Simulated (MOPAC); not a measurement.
A run for MOPAC: AM1 on NH2 (SMILES [NH2]), 2S+1 = 2.

```
AM1 1SCF PRECISE CHARGE=0 UHF MS=0.5 THREADS=1
H2N

N      0.00000000 1     0.00000000 1    -0.08007491 1
H      0.00000000 1    -0.80231373 1     0.55629442 1
H      0.00000000 1     0.80231373 1     0.55629442 1
```

Program output:

```
*******************************************************************************
 **                                                                           **
 **                              MOPAC v23.2.5                                **
 **                                                                           **
 *******************************************************************************
 ** MOPAC's Digital Object Identifier: https://doi.org/10.5281/zenodo.6511958 **
 **                                                                           **
 ** Please cite the open-source release paper for use of this MOPAC version:  **
 ** J. E. Moussa and J. J. P. Stewart (2026)                                  **
 ** MOPAC: An open-source semiempirical molecular orbital program             **
 ** J. Open Source Softw., 11(119), 8025, https://doi.org/10.21105/joss.08025 **
 *******************************************************************************

                              AM1 CALCULATION RESULTS

 *******************************************************************************
 *  AM1        - The AM1 Hamiltonian to be used
 *  UHF        - UNRESTRICTED HARTREE-FOCK CALCULATION
 *
 *
 *
 *                 CHARGE ON SYSTEM = 0
 *
 *
 *
 *  MS=        - IN MECI, MAGNETIC COMPONENT OF SPIN =  0.5
 *  PRECISE    - TIGHTER CRITERIA TO BE USED
 *  1SCF       - DO 1 SCF AND THEN STOP
 *  THREADS=1  - MULTI-THREADING NOT USED
 *  T=         - A TIME OF 172800.0 SECONDS REQUESTED
 *  DUMP=N     - RESTART FILE WRITTEN EVERY 7200.0 SECONDS REQUESTED
 *******************************************************************************
AM1 1SCF PRECISE CHARGE=0 UHF MS=0.5 THREADS=1
 H2N

   ATOM   CHEMICAL          X               Y               Z
  NUMBER   SYMBOL      (ANGSTROMS)     (ANGSTROMS)     (ANGSTROMS)

     1       N          0.00000000  *   0.00000000  *  -0.08007491  *
     2       H          0.00000000  *  -0.80231373  *   0.55629442  *
     3       H          0.00000000  *   0.80231373  *   0.55629442  *



          CARTESIAN COORDINATES

    NO.       ATOM           X           Y           Z

     1         N          0.0000      0.0000     -0.0801
     2         H          0.0000     -0.8023      0.5563
     3         H          0.0000      0.8023      0.5563

  H: (AM1): M.J.S. DEWAR ET AL, J. AM. CHEM. SOC. 107 3902-3909 (1985)
  N: (AM1): M.J.S. DEWAR ET AL, J. AM. CHEM. SOC. 107 3902-3909 (1985)

           Empirical Formula: H2 N  =     3 atoms



      MOLECULAR POINT GROUP   :   C2v


          UHF CALCULATION, NO. OF ALPHA ELECTRONS =    4
                           NO. OF BETA  ELECTRONS =    3

 -------------------------------------------------------------------------------
 AM1 1SCF PRECISE CHARGE=0 UHF MS=0.5 THREADS=1
 H2N



     1SCF WAS SPECIFIED, SO BFGS WAS NOT USED
     SCF FIELD WAS ACHIEVED


                              AM1 CALCULATION
                                                       MOPAC v23.2.5 Linux




          FINAL HEAT OF FORMATION =         38.62068 KCAL/MOL =     161.58892 KJ/MOL


          COSMO AREA              =         45.89 SQUARE ANGSTROMS
          COSMO VOLUME            =         28.58 CUBIC ANGSTROMS

          IONIZATION POTENTIAL    =         11.684880 EV
          ALPHA SOMO LUMO (EV)    =        -12.138  3.965
          BETA  SOMO LUMO (EV)    =        -11.685  0.958
          NO. OF ALPHA ELECTRONS  =          4
          NO. OF BETA  ELECTRONS  =          3
          MOLECULAR WEIGHT        =         16.0225         POINT GROUP:  C2v

          MOLECULAR DIMENSIONS (Angstroms)

            Atom       Atom       Distance
            H     3    H     2     1.60463
            H     2    N     1     0.63637
            N     1    H     2     0.00000


          SCF CALCULATIONS        =          1





   ATOM   CHEMICAL          X               Y               Z
  NUMBER   SYMBOL      (ANGSTROMS)     (ANGSTROMS)     (ANGSTROMS)

     1       N          0.00000000  *   0.00000000  *  -0.08007491  *
     2       H          0.00000000  *  -0.80231373  *   0.55629442  *
     3       H          0.00000000  *   0.80231373  *   0.55629442  *

                             CARTESIAN COORDINATES

   1    N        0.000000000     0.000000000    -0.080074910
   2    H        0.000000000    -0.802313730     0.556294420
   3    H        0.000000000     0.802313730     0.556294420


           Empirical Formula: H2 N  =     3 atoms



      MOLECULAR POINT GROUP   :   C2v


          ALPHA EIGENVALUES
 -31.84986 -16.06556 -12.65023 -12.13804   3.96487   5.02926


           BETA EIGENVALUES
 -29.34596 -15.65460 -11.68488   0.95783   4.59329   5.43825


              NET ATOMIC CHARGES AND DIPOLE CONTRIBUTIONS

  ATOM NO.   TYPE          CHARGE      No. of ELECS.   s-Pop       p-Pop
    1          N          -0.189214        5.1892     1.79289     3.39632
    2          H           0.094607        0.9054     0.90539
    3          H           0.094607        0.9054     0.90539
 DIPOLE           X         Y         Z       TOTAL
 POINT-CHG.     0.000     0.000     0.578     0.578
 HYBRID        -0.000    -0.000     1.213     1.213
 SUM           -0.000     0.000     1.791     1.791


          ATOMIC ORBITAL ELECTRON POPULATIONS

     Atom    s        px        py        pz
    1  N   1.79289   1.00000   1.06247   1.33386
    2  H   0.90539
    3  H   0.90539


                    (SZ)    =    0.500000
                    (S**2)  =    0.754131


          ATOMIC ORBITAL SPIN POPULATIONS

    Atom   Total    s     px     py     pz
         Atomic
    1  N  1.0784  0.025  1.000  0.046  0.008
    2  H -0.0392 -0.039
    3  H -0.0392 -0.039

 **********************
 *                    *
 * JOB ENDED NORMALLY *
 *                    *
 **********************




 == MOPAC DONE ==
```

The run finished.

Cost: around 0.010 core-seconds (rough).
